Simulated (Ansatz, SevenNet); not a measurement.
**Fluorite CeO₂: properties by level of theory**

Reference values: lattice constant a 5.391 Å (measured, 0 K, extrapolated to 0 K; as tabulated in Stimac et al. (2024), arXiv:2411.06536); elastic constant C11 403 GPa (measured, temperature not stated, not corrected to a static lattice; as tabulated in Atomistic and experimental study on thermal conductivity of bulk and porous …); elastic constant C44 60 GPa (measured, temperature not stated, not corrected to a static lattice; as tabulated in Atomistic and experimental study on thermal conductivity of bulk and porous …).

```
level (code)              lattice constant a (Å)  elastic constant C11 (GPa)  elastic constant C44 (GPa)  polycrystal shear modulus (GPa)
------------------------  ----------------------  --------------------------  --------------------------  -------------------------------
SevenNet-0 (SevenNet)                      5.465                         300                         [?]                             60.6
SevenNet-l3i5 (SevenNet)                   5.465                         318                        46.9                             66.5
LDA (Ansatz)                               5.358                         [?]                        67.6                              [?]
```

Q: Some entries are withheld; supply them.

A: 
- SevenNet-0 (SevenNet), elastic constant C44 (GPa): 43.7
- LDA (Ansatz, a first-principles code), elastic constant C11 (GPa): 377
- LDA (Ansatz), polycrystal shear modulus (GPa): 87.6

Differences from the reference values (errors of the level alone only where the reference is corrected to a static lattice):

```tsv
level	lattice constant a (%)	elastic constant C11 (%)	elastic constant C44 (%)
SevenNet-0	+1.37	-26	-27
SevenNet-l3i5	+1.37	-21	-22
LDA	-0.61	-6.5	+12.7
```

Nearest: lattice constant a, not ranked (one source); elastic constant C11, not ranked (reference at room or unstated temperature); elastic constant C44, not ranked (reference at room or unstated temperature).

Machine-learned potentials (SevenNet-0, SevenNet-l3i5) are trained on DFT data, which may include these solids.

Ansatz's density-functional and Hartree–Fock values are scalar-relativistic unless marked +SOC, with PAW data made under PBE.

Differences are worked out from the printed values.

Computed values are for the static lattice.
